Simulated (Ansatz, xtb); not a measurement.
Two structures of CH5OS+

We compare X, a singlet given by its coordinates, with Y, `CS[OH2+]`, a singlet. Both are gas-phase species (loosely bound parts included), relaxed with BLYP-D3(BJ)/def2-SVP; the shapes shown needn't be the lowest conformers.

X (Å):

```
atom    x (Å)    y (Å)    z (Å)
   C  -0.3183   1.2639   0.3313
   O  -0.9881   1.1280   1.4536
   S  -0.7268  -0.5436  -1.0262
   H  -1.8947   1.5120   1.4118
   H   0.7629   1.0836   0.4438
   H  -0.6355   2.0199  -0.4104
   H   0.4047  -0.4251  -1.7908
   H  -0.1495  -1.4447  -0.1709
```

Close contacts (Å): C1–O2 1.31, C1–S3 2.30, C1–H5 1.10, C1–H6 1.11, O2–H4 0.99, S3–H7 1.37, S3–H8 1.37.

Y (Å):

| atom | x (Å) | y (Å) | z (Å) |
| --- | --- | --- | --- |
| C | -1.3281 | 1.4235 | 0.2331 |
| O | 0.4982 | -0.6081 | -0.3694 |
| S | 0.3901 | 1.0328 | 0.5798 |
| H | -2.0345 | 0.7045 | 0.6885 |
| H | -1.4166 | 2.3938 | 0.7862 |
| H | -1.5178 | 1.6219 | -0.8383 |
| H | 0.7167 | -1.3684 | 0.2279 |
| H | 1.1662 | -0.5703 | -1.1008 |

Question: Which of the two would you expect CCSD(T)/def2-TZVP electronic energies to favour?

Answer: Structure X; the calculation gives E(Y) − E(X) = +11.6 kcal/mol.

The same difference at several levels:

| level | geometry | E(Y) − E(X) (kcal/mol) | departure from the last row (kcal/mol) | job, with rough time for the two |
| --- | --- | --- | --- | --- |
| BLYP-D3(BJ)/def2-SVP | BLYP-D3(BJ)/def2-SVP | +18.1 | +6.4 | optimisation, 51 s |
| HF/def2-TZVP | BLYP-D3(BJ)/def2-SVP | +13.1 | +1.5 | part of the CCSD(T) run |
| MP2/def2-TZVP | BLYP-D3(BJ)/def2-SVP | +11.3 | −0.4 | part of the CCSD(T) run |
| CCSD(T)/def2-TZVP | BLYP-D3(BJ)/def2-SVP | +11.6 |  | single point, 56 s |

None of the levels shown reverses the order. The largest departure from CCSD(T)/def2-TZVP is that of BLYP-D3(BJ)/def2-SVP, 6.4 kcal/mol. Levels run at GFN2-xTB geometries aren't shown.

With harmonic frequencies from BLYP-D3(BJ)/def2-SVP (ideal gas, rigid rotor, one conformer each, 298.15 K, 1 atm): on the last row, ΔE + ΔZPE = +13.3, ΔH = +13.2, ΔG = +13.7 kcal/mol.

The correlated steps freeze 7 core orbitals. Mirror images aren't counted in ΔG. Programs: Ansatz 0.2.0; the last row on 1 thread of Intel(R) Xeon(R) Processor @ 2.50GHz (Skylake/Cascade Lake) on a shared host.
